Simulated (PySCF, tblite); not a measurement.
# CH3F: bond homolysis

Aim: compute the bond homolysis of CH3F (`CF`).

Computed with tblite 0.8.0 and PySCF 2.14.0 and routines of our own; the level stands in each step. Atoms count from 0.

## Step 1: The system as given

5 atoms, charge 0, multiplicity 1; geometry from: start built from the parent or by distance geometry.

## Step 2: Optimising the geometry with GFN2-xTB

What the job is given:

```
{"job": {"kind": "relax", "xc": "GFN2-xTB", "basis": "xTB"}, "charge": 0, "multiplicity": 1}
C     -0.044800    -0.003800    -0.024800
F      1.296700    -0.156500    -0.130200
H     -0.316000    -0.176800     1.049800
H     -0.285700     1.068400    -0.321200
H     -0.633000    -0.725600    -0.608100
```

Started as:

```console
> OMP_NUM_THREADS=1 python redox_run.py task.json out
```

One launch serves the whole session: the jobs run in the order shown.

The log of the run:

```text
step      E/eV     max force
  0    -228.30987    1.652
  1    -228.36415    0.607
  2    -228.38106    0.375
  3    -228.38720    0.295
  4    -228.39222    0.181
  5    -228.39412    0.140
  6    -228.39483    0.048
  7    -228.39493    0.036
  8    -228.39500    0.025
  9    -228.39504    0.017
 10    -228.39505    0.007
```

It took 0.02 s on 1 thread of Arm Neoverse V1, shared host.

Step by step:

```
step  energy from step 0 (eV)  largest force (eV/Å)
   0                   0.0000                1.6516
   1                  -0.0543                0.6073
   2                  -0.0712                0.3750
   3                  -0.0773                0.2953
   4                  -0.0824                0.1813
   5                  -0.0842                0.1402
   6                  -0.0850                0.0483
   7                  -0.0851                0.0356
   8                  -0.0851                0.0252
   9                  -0.0852                0.0175
  10                  -0.0852                0.0071
```

Distances of close pairs at the start and the end, largest changes first:

```
 bond  before (Å)  after (Å)  change (Å)
C0–H3       1.138      1.091      -0.048
C0–H2       1.122      1.091      -0.031
C0–F1       1.354      1.364      +0.010
C0–H4       1.099      1.091      -0.008
```

The end geometry stands in the next job.

## Step 3: Infrared spectrum with GFN2-xTB

What the job is given:

```
{"job": {"kind": "ir", "xc": "GFN2-xTB", "basis": "xTB"}, "charge": 0, "multiplicity": 1}
C     -0.065268     0.011107     0.000930
F      1.276653    -0.182344    -0.151124
H     -0.312643    -0.145413     1.051485
H     -0.296627     1.032212    -0.304243
H     -0.584871    -0.709857    -0.631419
```

The log of the run:

```text
mode    cm-1     km/mol
  1    1059.6     78.05
  2    1132.7      1.98
  3    1132.8      1.99
  4    1386.8      0.09
  5    1448.5      5.94
  6    1448.7      5.92
  7    2999.1     22.88
  8    3005.3     21.76
  9    3006.3     21.76
ZPE 99.409  H(298)-E 109.569  G(298)-E 43.192 kJ/mol  S 222.63 J/(mol K)
```

Run time: 0.07 s. Hardware: 1 thread of Arm Neoverse V1, shared host.

The strongest bands and the atoms that carry them (share of the mass-weighted mode):

```
cm⁻¹  km/mol                               atoms
1060    78.0                    C0 50 %, F1 44 %
1133     2.0  H3 46 %, C0 18 %, H2 16 %, H4 16 %
1133     2.0           H4 36 %, H2 36 %, C0 18 %
1448     5.9           H3 46 %, H2 37 %, H4 13 %
1449     5.9           H4 51 %, H2 26 %, H3 18 %
2999    22.9           H4 43 %, H2 28 %, H3 27 %
3005    21.8           H4 50 %, H2 24 %, H3 17 %
3006    21.8                    H3 49 %, H2 42 %
```

## Step 4: Optimising the geometry at PBE0-D3(BJ)/def2-SVP

What the job is given:

```
{"job": {"xc": "PBE0", "basis": "def2-SVP", "d3": "d3bj", "grid": 1, "kind": "geom"}, "charge": 0, "multiplicity": 1}
C     -0.065268     0.011107     0.000930
F      1.276653    -0.182344    -0.151124
H     -0.312643    -0.145413     1.051485
H     -0.296627     1.032212    -0.304243
H     -0.584871    -0.709857    -0.631419
```

The log of the run:

```text
step   0  E = -139.48339821  max force = 0.015124
step   1  E = -139.48421052  max force = 0.001483
step   2  E = -139.48421729  max force = 0.000078
optimisation converged
```

It took 1.3 s on 1 thread of Arm Neoverse V1, shared host.

Relaxation path:

```
step  energy from step 0 (eV)  largest force component (eV/Å)
   0                   0.0000                          0.7777
   1                  -0.0221                          0.0763
   2                  -0.0223                          0.0040
```

Distances of close pairs at the start and the end, largest changes first:

```
 bond  before (Å)  after (Å)  change (Å)
C0–H3       1.091      1.103      +0.012
C0–H2       1.091      1.103      +0.012
C0–H4       1.091      1.103      +0.012
C0–F1       1.364      1.363      -0.001
```

The final coordinates are the input of the step that follows.

```
                         at the end point                  value
  point group (found at 0.08 Å tolerance)                    C3v
rotational constants (GHz, main isotopes)  155.7, 26.121, 26.121
                        dipole moment (D)                   1.74
```

## Step 5: Harmonic vibrations (CH₃F): PBE0-D3(BJ)/def2-SVP

What the job is given:

```
{"job": {"xc": "PBE0", "basis": "def2-SVP", "d3": "d3bj", "grid": 2, "kind": "hessian"}, "charge": 0, "multiplicity": 1}
C     -0.041434     0.007445    -0.001162
F      1.300098    -0.174092    -0.162074
H     -0.319931    -0.146490     1.054752
H     -0.322244     1.031524    -0.298881
H     -0.597693    -0.711297    -0.625802
```

The log of the run:

```text
coarse grid: 4032 points
cycle   1  E = -139.4353058382  dE =  1.553e-03  |g| = 4.253e-01  |ddm| = 1.906e+00
cycle   2  E = -139.4151842290  dE =  2.012e-02  |g| = 5.647e-01  |ddm| = 6.611e-01
cycle   3  E = -139.4651781096  dE = -4.999e-02  |g| = 2.900e-02  |ddm| = 3.704e-01
cycle   4  E = -139.4653260689  dE = -1.480e-04  |g| = 1.018e-02  |ddm| = 2.584e-02
cycle   5  E = -139.4653510401  dE = -2.497e-05  |g| = 2.538e-03  |ddm| = 1.035e-02
cycle   6  E = -139.4653524209  dE = -1.381e-06  |g| = 8.661e-05  |ddm| = 2.017e-03
final grid: 38928 points
cycle   7  E = -139.4841724687  dE = -8.962e-06  |g| = 5.382e-03  |ddm| = 9.762e-03
cycle   8  E = -139.4841695796  dE =  2.889e-06  |g| = 6.822e-03  |ddm| = 8.086e-03
cycle   9  E = -139.4841787118  dE = -9.132e-06  |g| = 5.430e-04  |ddm| = 4.379e-03
cycle  10  E = -139.4841787677  dE = -5.589e-08  |g| = 7.865e-05  |ddm| = 4.799e-04
cycle  11  E = -139.4841787688  dE = -1.033e-09  |g| = 7.045e-06  |ddm| = 4.818e-05
cycle  12  E = -139.4841787688  dE = -8.811e-12  |g| = 6.269e-07  |ddm| = 6.248e-06
converged SCF energy = -139.4841787688

mode    cm-1
  1    1141.3
  2    1200.5
  3    1200.7
  4    1469.1
  5    1469.1
  6    1493.6
  7    3036.7
  8    3136.6
  9    3136.8
ZPE 103.384  H(298)-E 113.486  G(298)-E 47.152 kJ/mol  S 222.49 J/(mol K)
```

Wall time 7.5 s (1 thread of Arm Neoverse V1, shared host).

Zero-point energy 103.38 kJ/mol (xTB gave 99.41).

## Step 6: Single point (CH₃F): wB97X-D3(BJ)/def2-TZVP

Geometry: PBE0-D3(BJ)/def2-SVP.

What the job is given:

```
{"job": {"kind": "sp", "xc": "wB97X", "basis": "def2-TZVP", "d3": "d3bj", "grid": 2}, "charge": 0, "multiplicity": 1}
C     -0.041434     0.007445    -0.001162
F      1.300098    -0.174092    -0.162074
H     -0.319931    -0.146490     1.054752
H     -0.322244     1.031524    -0.298881
H     -0.597693    -0.711297    -0.625802
```

The log of the run:

```text
coarse grid: 4032 points
cycle   1  E = -139.7919062122  dE =  1.649e-02  |g| = 4.724e-01  |ddm| = 1.338e+00
cycle   2  E = -139.7922450750  dE = -3.389e-04  |g| = 5.246e-01  |ddm| = 4.369e-01
cycle   3  E = -139.8296208663  dE = -3.738e-02  |g| = 2.648e-02  |ddm| = 1.968e-01
cycle   4  E = -139.8297247070  dE = -1.038e-04  |g| = 8.140e-03  |ddm| = 1.669e-02
cycle   5  E = -139.8297383879  dE = -1.368e-05  |g| = 2.384e-03  |ddm| = 6.902e-03
cycle   6  E = -139.8297396726  dE = -1.285e-06  |g| = 2.795e-04  |ddm| = 1.790e-03
final grid: 38928 points
cycle   7  E = -139.8303508020  dE = -2.732e-05  |g| = 4.033e-03  |ddm| = 1.305e-02
cycle   8  E = -139.8303511957  dE = -3.937e-07  |g| = 3.656e-03  |ddm| = 3.162e-03
cycle   9  E = -139.8303528801  dE = -1.684e-06  |g| = 3.781e-04  |ddm| = 1.496e-03
cycle  10  E = -139.8303529004  dE = -2.033e-08  |g| = 1.132e-04  |ddm| = 2.176e-04
cycle  11  E = -139.8303529033  dE = -2.915e-09  |g| = 1.226e-05  |ddm| = 6.474e-05
converged SCF energy = -139.8303529033
```

Run time: 0.81 s. Hardware: 1 thread of Arm Neoverse V1, shared host.

## Step 7: Bond homolysis: wB97X-D3(BJ)/def2-TZVP

This step combines the energies above: geometries from PBE0-D3(BJ)/def2-SVP, zero-point and thermal terms from PBE0-D3(BJ)/def2-SVP.

What the job is given:

```
{"job": {"kind": "bd", "cap": 8, "geom": {"xc": "PBE0", "basis": "def2-SVP", "d3": "d3bj", "grid": 1}, "hess": 1, "level": {"xc": "wB97X", "basis": "def2-TZVP", "d3": "d3bj"}}, "charge": 0, "multiplicity": 1}
C     -0.041434     0.007445    -0.001162
F      1.300098    -0.174092    -0.162074
H     -0.319931    -0.146490     1.054752
H     -0.322244     1.031524    -0.298881
H     -0.597693    -0.711297    -0.625802
```

Output (the driver's rows laid out field by field):

```text
homolysis bond by bond, wB97X-D3(BJ)/def2-TZVP // PBE0-D3(BJ)/def2-SVP

row 1
  atoms                   0 2
  elements                C H
  length                  1.1028
  fragments               formula CH2F, charge 0, multiplicity 2, smiles [CH2]F, kept yes, pieces 1, point_group Cs, largest_spin C 0.942; formula H, charge 0, multiplicity 2, smiles [H], kept yes, pieces 1
  electronic              446.99
  zero_kelvin             408.85
  enthalpy                415.46
  free_energy             377.3

row 2
  atoms                   0 1
  elements                C F
  length                  1.3633
  fragments               formula CH3, charge 0, multiplicity 2, smiles [CH3], kept yes, pieces 1, point_group D3h, largest_spin C 1.081; formula F, charge 0, multiplicity 2, smiles [F], kept yes, pieces 1
  electronic              477.29
  zero_kelvin             451.65
  enthalpy                458.35
  free_energy             418.56
```

Wall time 27 s (1 thread of Arm Neoverse V1, shared host).

Some single points behind these values are not shown above.

Dissociation energies (kJ/mol, gas phase, 298 K for the thermal columns):

```
 bond     fragments  electronic  enthalpy  free energy
C0–H2  [CH2]F + [H]       447.0     415.5        377.3
C0–F1   [CH3] + [F]       477.3     458.4        418.6
```

## Step 8: Single point (CH₃F): wavefunction

Geometry: PBE0-D3(BJ)/def2-SVP.

What the job is given:

```
{"job": {"kind": "sp", "xc": "CCSD(T)", "basis": "jun-cc-pV(T+d)Z", "grid": 2}, "charge": 0, "multiplicity": 1}
C     -0.041434     0.007445    -0.001162
F      1.300098    -0.174092    -0.162074
H     -0.319931    -0.146490     1.054752
H     -0.322244     1.031524    -0.298881
H     -0.597693    -0.711297    -0.625802
```

With the program's defaults for keys left out, this is: wavefunction single point, frozen core, gas phase.

The log of the run:

```text
final grid: 38928 points
cycle   1  E = -139.0503000733  dE =  1.111e-02  |g| = 4.715e-01  |ddm| = 1.133e+00
cycle   2  E = -139.0843922168  dE = -3.409e-02  |g| = 2.837e-01  |ddm| = 3.008e-01
cycle   3  E = -139.0957785004  dE = -1.139e-02  |g| = 3.652e-02  |ddm| = 1.040e-01
cycle   4  E = -139.0961073494  dE = -3.288e-04  |g| = 1.043e-02  |ddm| = 2.706e-02
cycle   5  E = -139.0961381257  dE = -3.078e-05  |g| = 2.185e-03  |ddm| = 7.936e-03
cycle   6  E = -139.0961403180  dE = -2.192e-06  |g| = 6.250e-04  |ddm| = 2.125e-03
cycle   7  E = -139.0961405279  dE = -2.099e-07  |g| = 1.176e-04  |ddm| = 7.026e-04
cycle   8  E = -139.0961405362  dE = -8.233e-09  |g| = 1.559e-05  |ddm| = 1.551e-04
converged SCF energy = -139.0961405362
E(HF, exact integrals) = -139.0961700199
E(MP2) = -139.5343733089
E(CCSD) = -139.5502119620
E(CCSD(T)) = -139.5641607246
T1 diagnostic = 0.0101
```

It took 56 s on 1 thread of Arm Neoverse V1, shared host; peak memory 1.9 GiB.

## Step 9: Single point (CH2F radical): wavefunction

Geometry: PBE0-D3(BJ)/def2-SVP.

What the job is given:

```
{"job": {"kind": "sp", "xc": "CCSD(T)", "basis": "jun-cc-pV(T+d)Z", "grid": 2}, "charge": 0, "multiplicity": 2}
C      0.008708     0.028518    -0.161581
F      1.308360    -0.130012    -0.363790
H     -0.336144     1.064643    -0.115378
H     -0.621906    -0.799953    -0.493573
```

Method: wavefunction single point, frozen core, gas phase.

The log of the run:

```text
final grid: 33560 points
cycle   1  E = -138.4032649572  dE =  3.466e-02  |g| = 3.377e-01  |ddm| = 8.587e-01
cycle   2  E = -138.4490952758  dE = -4.583e-02  |g| = 1.914e-01  |ddm| = 2.744e-01
cycle   3  E = -138.4610583145  dE = -1.196e-02  |g| = 4.214e-02  |ddm| = 7.820e-02
cycle   4  E = -138.4625292781  dE = -1.471e-03  |g| = 1.682e-02  |ddm| = 4.163e-02
cycle   5  E = -138.4629135907  dE = -3.843e-04  |g| = 7.609e-03  |ddm| = 2.312e-02
cycle   6  E = -138.4630316071  dE = -1.180e-04  |g| = 2.585e-03  |ddm| = 1.519e-02
cycle   7  E = -138.4630443178  dE = -1.271e-05  |g| = 8.138e-04  |ddm| = 4.893e-03
cycle   8  E = -138.4630454489  dE = -1.131e-06  |g| = 2.372e-04  |ddm| = 1.408e-03
cycle   9  E = -138.4630455432  dE = -9.433e-08  |g| = 7.349e-05  |ddm| = 4.771e-04
cycle  10  E = -138.4630455519  dE = -8.721e-09  |g| = 2.566e-05  |ddm| = 1.376e-04
converged SCF energy = -138.4630455519
E(HF, exact integrals) = -138.4630848288
E(MP2) = -138.8646637926
E(CCSD) = -138.8801982743
E(CCSD(T)) = -138.8932723423
T1 diagnostic = 0.0215
```

It took 2.6 min on 1 thread of Arm Neoverse V1, shared host; peak memory 5.5 GiB.

## Step 10: Single point (CH3 radical): wavefunction

Geometry: PBE0-D3(BJ)/def2-SVP.

What the job is given:

```
{"job": {"kind": "sp", "xc": "CCSD(T)", "basis": "jun-cc-pV(T+d)Z", "grid": 2}, "charge": 0, "multiplicity": 2}
C     -0.315476     0.047789     0.020829
H     -0.232106    -0.174301     1.085118
H     -0.200736     1.072913    -0.332701
H     -0.512341    -0.755245    -0.690031
```

Level: wavefunction single point, frozen core, gas phase.

The log of the run:

```text
final grid: 27328 points
cycle   1  E = -39.5584224747  dE = -2.559e-01  |g| = 1.450e-01  |ddm| = 6.997e-01
cycle   2  E = -39.5744733082  dE = -1.605e-02  |g| = 5.414e-02  |ddm| = 1.239e-01
cycle   3  E = -39.5764684671  dE = -1.995e-03  |g| = 1.956e-02  |ddm| = 4.475e-02
cycle   4  E = -39.5769707090  dE = -5.022e-04  |g| = 8.637e-03  |ddm| = 2.576e-02
cycle   5  E = -39.5771295570  dE = -1.588e-04  |g| = 3.007e-03  |ddm| = 1.672e-02
cycle   6  E = -39.5771500870  dE = -2.053e-05  |g| = 6.861e-04  |ddm| = 6.420e-03
cycle   7  E = -39.5771510470  dE = -9.600e-07  |g| = 1.733e-04  |ddm| = 1.115e-03
cycle   8  E = -39.5771511056  dE = -5.866e-08  |g| = 2.667e-05  |ddm| = 4.623e-04
cycle   9  E = -39.5771511067  dE = -1.032e-09  |g| = 5.392e-06  |ddm| = 5.872e-05
converged SCF energy = -39.5771511067
E(HF, exact integrals) = -39.5771472347
E(MP2) = -39.7360929080
E(CCSD) = -39.7568578419
E(CCSD(T)) = -39.7617611650
T1 diagnostic = 0.0129
```

Run time: 22 s. Hardware: 1 thread of Arm Neoverse V1, shared host; peak memory 2.3 GiB.

## Step 11: Bond homolysis: CCSD(T)/jun-cc-pV(T+d)Z

This step combines the energies above: geometries from PBE0-D3(BJ)/def2-SVP, zero-point and thermal terms from PBE0-D3(BJ)/def2-SVP.

What the job is given:

```
{"job": {"kind": "bd", "cap": 8, "geom": {"xc": "PBE0", "basis": "def2-SVP", "d3": "d3bj", "grid": 1}, "hess": 1, "level": {"xc": "CCSD(T)", "basis": "jun-cc-pV(T+d)Z"}}, "charge": 0, "multiplicity": 1}
C     -0.041434     0.007445    -0.001162
F      1.300098    -0.174092    -0.162074
H     -0.319931    -0.146490     1.054752
H     -0.322244     1.031524    -0.298881
H     -0.597693    -0.711297    -0.625802
```

Output (the driver's rows laid out field by field):

```text
homolysis bond by bond, CCSD(T)/jun-cc-pV(T+d)Z // PBE0-D3(BJ)/def2-SVP

row 1
  atoms                   0 2
  elements                C H
  length                  1.1028
  fragments               formula CH2F, charge 0, multiplicity 2, smiles [CH2]F, kept yes, pieces 1, point_group Cs, largest_spin C 1.052; formula H, charge 0, multiplicity 2, smiles [H], kept yes, pieces 1
  electronic              449.17
  zero_kelvin             411.03
  enthalpy                417.64
  free_energy             379.48

row 2
  atoms                   0 1
  elements                C F
  length                  1.3633
  fragments               formula CH3, charge 0, multiplicity 2, smiles [CH3], kept yes, pieces 1, point_group D3h, largest_spin C 1.159; formula F, charge 0, multiplicity 2, smiles [F], kept yes, pieces 1
  electronic              467.1
  zero_kelvin             441.46
  enthalpy                448.16
  free_energy             408.37
```

Wall time 3.9 min (1 thread of Arm Neoverse V1, shared host).

Some single points behind these values are not shown above.

Dissociation energies (kJ/mol, gas phase, 298 K for the thermal columns):

```
 bond     fragments  electronic  enthalpy  free energy
C0–H2  [CH2]F + [H]       449.2     417.6        379.5
C0–F1   [CH3] + [F]       467.1     448.2        408.4
```

## Step 12: Single point (CH₃F): wavefunction

Geometry: PBE0-D3(BJ)/def2-SVP.

What the job is given:

```
{"job": {"kind": "sp", "xc": "MP2", "basis": "jun-cc-pV(T+d)Z", "grid": 2}, "charge": 0, "multiplicity": 1}
C     -0.041434     0.007445    -0.001162
F      1.300098    -0.174092    -0.162074
H     -0.319931    -0.146490     1.054752
H     -0.322244     1.031524    -0.298881
H     -0.597693    -0.711297    -0.625802
```

Level: wavefunction single point, frozen core, gas phase.

The log of the run:

```text
final grid: 38928 points
cycle   1  E = -139.0503000733  dE =  1.111e-02  |g| = 4.715e-01  |ddm| = 1.133e+00
cycle   2  E = -139.0843922168  dE = -3.409e-02  |g| = 2.837e-01  |ddm| = 3.008e-01
cycle   3  E = -139.0957785004  dE = -1.139e-02  |g| = 3.652e-02  |ddm| = 1.040e-01
cycle   4  E = -139.0961073494  dE = -3.288e-04  |g| = 1.043e-02  |ddm| = 2.706e-02
cycle   5  E = -139.0961381257  dE = -3.078e-05  |g| = 2.185e-03  |ddm| = 7.936e-03
cycle   6  E = -139.0961403180  dE = -2.192e-06  |g| = 6.250e-04  |ddm| = 2.125e-03
cycle   7  E = -139.0961405279  dE = -2.099e-07  |g| = 1.176e-04  |ddm| = 7.026e-04
cycle   8  E = -139.0961405362  dE = -8.233e-09  |g| = 1.559e-05  |ddm| = 1.551e-04
converged SCF energy = -139.0961405362
E(HF, exact integrals) = -139.0961700199
E(MP2) = -139.5343731593
```

It took 2.3 s on 1 thread of Arm Neoverse V1, shared host; peak memory 0.81 GiB.

## Step 13: Single point (CH2F radical): wavefunction

Geometry: PBE0-D3(BJ)/def2-SVP.

What the job is given:

```
{"job": {"kind": "sp", "xc": "MP2", "basis": "jun-cc-pV(T+d)Z", "grid": 2}, "charge": 0, "multiplicity": 2}
C      0.008708     0.028518    -0.161581
F      1.308360    -0.130012    -0.363790
H     -0.336144     1.064643    -0.115378
H     -0.621906    -0.799953    -0.493573
```

With the program's defaults for keys left out, this is: wavefunction single point, frozen core, gas phase.

The log of the run:

```text
final grid: 33560 points
cycle   1  E = -138.4032649572  dE =  3.466e-02  |g| = 3.377e-01  |ddm| = 8.587e-01
cycle   2  E = -138.4490952758  dE = -4.583e-02  |g| = 1.914e-01  |ddm| = 2.744e-01
cycle   3  E = -138.4610583145  dE = -1.196e-02  |g| = 4.214e-02  |ddm| = 7.820e-02
cycle   4  E = -138.4625292781  dE = -1.471e-03  |g| = 1.682e-02  |ddm| = 4.163e-02
cycle   5  E = -138.4629135907  dE = -3.843e-04  |g| = 7.609e-03  |ddm| = 2.312e-02
cycle   6  E = -138.4630316071  dE = -1.180e-04  |g| = 2.585e-03  |ddm| = 1.519e-02
cycle   7  E = -138.4630443178  dE = -1.271e-05  |g| = 8.138e-04  |ddm| = 4.893e-03
cycle   8  E = -138.4630454489  dE = -1.131e-06  |g| = 2.372e-04  |ddm| = 1.408e-03
cycle   9  E = -138.4630455432  dE = -9.433e-08  |g| = 7.349e-05  |ddm| = 4.771e-04
cycle  10  E = -138.4630455519  dE = -8.721e-09  |g| = 2.566e-05  |ddm| = 1.376e-04
converged SCF energy = -138.4630455519
E(HF, exact integrals) = -138.4630848288
E(MP2) = -138.8646636489
```

Wall time 2.9 s (1 thread of Arm Neoverse V1, shared host).

## Step 14: Single point (CH3 radical): wavefunction

Geometry: PBE0-D3(BJ)/def2-SVP.

What the job is given:

```
{"job": {"kind": "sp", "xc": "MP2", "basis": "jun-cc-pV(T+d)Z", "grid": 2}, "charge": 0, "multiplicity": 2}
C     -0.315476     0.047789     0.020829
H     -0.232106    -0.174301     1.085118
H     -0.200736     1.072913    -0.332701
H     -0.512341    -0.755245    -0.690031
```

Level: wavefunction single point, frozen core, gas phase.

The log of the run:

```text
final grid: 27328 points
cycle   1  E = -39.5584224747  dE = -2.559e-01  |g| = 1.450e-01  |ddm| = 6.997e-01
cycle   2  E = -39.5744733082  dE = -1.605e-02  |g| = 5.414e-02  |ddm| = 1.239e-01
cycle   3  E = -39.5764684671  dE = -1.995e-03  |g| = 1.956e-02  |ddm| = 4.475e-02
cycle   4  E = -39.5769707090  dE = -5.022e-04  |g| = 8.637e-03  |ddm| = 2.576e-02
cycle   5  E = -39.5771295570  dE = -1.588e-04  |g| = 3.007e-03  |ddm| = 1.672e-02
cycle   6  E = -39.5771500870  dE = -2.053e-05  |g| = 6.861e-04  |ddm| = 6.420e-03
cycle   7  E = -39.5771510470  dE = -9.600e-07  |g| = 1.733e-04  |ddm| = 1.115e-03
cycle   8  E = -39.5771511056  dE = -5.866e-08  |g| = 2.667e-05  |ddm| = 4.623e-04
cycle   9  E = -39.5771511067  dE = -1.032e-09  |g| = 5.392e-06  |ddm| = 5.872e-05
converged SCF energy = -39.5771511067
E(HF, exact integrals) = -39.5771472347
E(MP2) = -39.7360928834
```

Wall time 0.93 s (1 thread of Arm Neoverse V1, shared host).

[end of part 1 of 2]
